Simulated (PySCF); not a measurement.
**How far each method lies from full CI for HAl–CH⁺, quintet**

Geometry: that of the HAl–CH, quartet, kept fixed.

```xyz
4

Al    0.0000   -0.0744    0.6134
C     0.0000    0.0101   -1.3080
H     0.0000    1.3217    1.4205
H     0.0000    0.5490   -2.2537
```

Basis 6-31G; PySCF 2.14.0. Only valence electrons are correlated (noble-gas cores frozen), which leaves 8 electrons in 20 orbitals. Prefix R: restricted or restricted open-shell reference; prefix U: unrestricted.

Full CI is exact within this basis and frozen core; it isn't the basis-set limit. The frozen core follows each run's orbitals, which can shift R against U totals by a few meV.

The UHF ⟨S²⟩ is 6.054 and the T1 diagnostic (ROHF- or RHF-based CCSD) is 0.0645. The largest doubles amplitude (ROHF- or RHF-based CCSD) is 0.071 and the T1 diagnostic (UCCSD) is 0.0316.

```
   level  E − E(full CI) (kJ/mol)  share of correlation (%)  wall time
     RHF                    264.1                      0.00          –
     UHF                    234.9                     11.05          –
    RMP2                     76.7                     70.96          –
    UMP2                     70.0                     73.47          –
   RCCSD                      9.7                     96.34          –
   UCCSD                      7.4                     97.21          –
RCCSD(T)                      2.6                     99.03     0.44 s
UCCSD(T)                      2.3                     99.15     0.29 s
  RCCSDT                      0.5                     99.80      6.5 s
  UCCSDT                      0.3                     99.88      6.1 s
```

The correlation energy at full CI, counted from RHF, is -2.737 eV. The search over symmetries took 5.3 min on 1 thread of Arm Neoverse V2, shared host; the state has 3,702,784 determinants.

Times are those of the correlated step on a shared host, with one SCF added for the restricted CCSD run; they ran on 1 thread of Arm Neoverse V2.

The full-CI state has the irrep A'' of Cs, in the program's axes.

Natural occupations of full CI about the gap: 1.968 1.922 1.024 0.990 0.984 0.979 0.035 0.029 0.029 0.020; effectively unpaired electrons, Σ n²(2−n)², 4.04.
